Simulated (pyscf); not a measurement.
A first-order saddle from PySCF, ωB97X-D3(BJ)/def2-SVP:

```xyz
13

O      0.4670     1.9687     0.1618
Hf    -0.5215    -0.0232     0.4899
O      1.0884    -0.7335    -0.4038
O     -2.0703     0.4856    -0.5826
O     -1.1223    -1.6289     1.4046
H      1.3685     1.9926    -0.1788
H      1.3893    -1.6334    -0.5504
H     -2.3296     1.0304    -1.3268
H     -1.4639    -2.3546     1.9213
N     -0.1974     1.2019     2.3249
H      0.3698     1.9234     1.3146
H     -0.9944     1.6411     2.7863
H      0.4023     0.8321     3.0625
```

Surface: singlet, charge 0. Lowest wavenumbers (cm⁻¹): 885i, 52, 113, 131, 146.

Name the species on either side of this saddle.

HO–Hf(OH)(OH)–OH + ammonia (NH₃) <-> water (H₂O) + H₂N–Hf(OH)(OH)–OH, a four-centre exchange read from left to right: Hf–O, H–N broken and H–O, Hf–N formed. At ωB97M-D3(BJ)/def2-TZVP it lies +8.9 kcal/mol from the left side and -8.1 kcal/mol from the right (each side as separated species at their lowest minima found). On the reactant side the descent ends in an adduct with a Hf–N contact, 22.3 kcal/mol under the separated species and 28.3 kcal/mol under the saddle at ωB97X-D3(BJ)/def2-TZVP. On the product side the descent ends in an adduct with a Hf–O contact, 15.6 kcal/mol under the separated species and 5.3 kcal/mol under the saddle at ωB97X-D3(BJ)/def2-TZVP. At ωB97M-D3(BJ) the saddle lies under the separated products, which points to a path from their complex (located at ωB97X-D3(BJ) alone), and parting the products costs more than the saddle. What is counted as formed (Hf–N) is already present as a longer contact in the reactant adduct; forming that adduct is a step of its own. What is counted as broken (Hf–O) persists as a longer contact in the product adduct; parting that adduct is a step of its own. At ωB97X-D3(BJ)/def2-TZVP the barrier from the zero used here is 6.0 kcal/mol. One saddle was located; it need not be the lowest between these sides. Elements past Kr carry the def2 core potentials, without spin-orbit coupling.
